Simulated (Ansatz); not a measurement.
NaIn(IO3)4 (P2₁/c, No. 14; cell taken from a computed entry), treated with PBEsol in Ansatz (PAW).

Numerical settings: plane-wave cutoff 520 eV, 6×8×4 k mesh (along the axes of the cell as run), Fermi–Dirac smearing 0.01 eV, scalar-relativistic PAW data made under PBE.

Cell (relaxed with PBEsol):

```yaml
crystal:
  lattice:
    - [7.12539, 0.00000, -0.00546]
    - [0.00000, 4.98094, 0.00000]
    - [-3.01199, 0.00000, 15.14130]
  atoms:
    - { symbol: Na, position: [0.50000, 0.00000, 0.50000] }
    - { symbol: Na, position: [0.50000, 0.50000, 0.00000] }
    - { symbol: In, position: [0.00000, 0.00000, 0.50000] }
    - { symbol: In, position: [0.00000, 0.50000, 0.00000] }
    - { symbol: I, position: [0.33484, 0.42150, 0.66375] }
    - { symbol: I, position: [0.66516, 0.57850, 0.33625] }
    - { symbol: I, position: [0.66516, 0.92150, 0.83625] }
    - { symbol: I, position: [0.33484, 0.07850, 0.16375] }
    - { symbol: I, position: [0.81921, 0.48508, 0.64284] }
    - { symbol: I, position: [0.18079, 0.51492, 0.35716] }
    - { symbol: I, position: [0.18079, 0.98508, 0.85716] }
    - { symbol: I, position: [0.81921, 0.01492, 0.14284] }
    - { symbol: O, position: [0.26039, 0.17560, 0.57305] }
    - { symbol: O, position: [0.73961, 0.82440, 0.42695] }
    - { symbol: O, position: [0.73961, 0.67560, 0.92695] }
    - { symbol: O, position: [0.26039, 0.32440, 0.07305] }
    - { symbol: O, position: [0.16899, 0.30560, 0.73345] }
    - { symbol: O, position: [0.83101, 0.69440, 0.26655] }
    - { symbol: O, position: [0.83101, 0.80560, 0.76655] }
    - { symbol: O, position: [0.16899, 0.19440, 0.23345] }
    - { symbol: O, position: [0.55575, 0.23712, 0.71048] }
    - { symbol: O, position: [0.44425, 0.76288, 0.28952] }
    - { symbol: O, position: [0.44425, 0.73712, 0.78952] }
    - { symbol: O, position: [0.55575, 0.26288, 0.21048] }
    - { symbol: O, position: [0.79828, 0.23384, 0.55178] }
    - { symbol: O, position: [0.20172, 0.76616, 0.44822] }
    - { symbol: O, position: [0.20172, 0.73384, 0.94822] }
    - { symbol: O, position: [0.79828, 0.26616, 0.05178] }
    - { symbol: O, position: [0.00074, 0.70377, 0.60616] }
    - { symbol: O, position: [0.99926, 0.29623, 0.39384] }
    - { symbol: O, position: [0.99926, 0.20377, 0.89384] }
    - { symbol: O, position: [0.00074, 0.79623, 0.10616] }
    - { symbol: O, position: [0.59757, 0.65110, 0.59512] }
    - { symbol: O, position: [0.40243, 0.34890, 0.40488] }
    - { symbol: O, position: [0.40243, 0.15110, 0.90488] }
    - { symbol: O, position: [0.59757, 0.84890, 0.09512] }
```

Task: Estimate the band gap, smallest direct gap on the k points sampled and direct gap at Γ that the calculation returns.

Result: 
band gap: 2.98 eV
smallest direct gap on the k points sampled: 3.08 eV
direct gap at Γ: 3.48 eV

Spin–orbit coupling is not included.

Static lattice: no zero-point or thermal effects.

Ansatz is a program for electronic structure.
